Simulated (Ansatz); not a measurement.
System: spinel MgSc₂S₄. Method: LDA in Ansatz (PAW).

Settings: plane-wave cutoff 520 eV, 6×6×6 k mesh, Fermi–Dirac smearing 0.01 eV, scalar-relativistic PAW data made under PBE.

Cell (measured lattice):

```cif
data_Mg8S32Sc16
_chemical_formula_sum 'Sc16 S32 Mg8'
_space_group_name_H-M_alt 'Fd-3m :1'
_space_group_IT_number 227
_space_group_name_Hall 'F 4d 2 3 -1d'
_cell_length_a 10.62700
_cell_length_b 10.62700
_cell_length_c 10.62700
_cell_angle_alpha 90.000
_cell_angle_beta 90.000
_cell_angle_gamma 90.000
loop_
_atom_site_label
_atom_site_type_symbol
_atom_site_symmetry_multiplicity
_atom_site_Wyckoff_symbol
_atom_site_fract_x
_atom_site_fract_y
_atom_site_fract_z
_atom_site_occupancy
Sc1 Sc 16 d 0.62500 0.62500 0.62500 1
S1 S 32 e 0.38300 0.38300 0.38300 1
Mg1 Mg 8 a 0.00000 0.00000 0.00000 1
```
(The calculation used a cell of 14 atoms; values per cell refer to that cell.)

### Question
Give the computed band gap.

### Answer

- band gap: 1.37 eV (direct)

Note: cell and atoms aren't relaxed at this level (pressure -3.3 GPa).

Ansatz is a quantum-chemistry and plane-wave program.
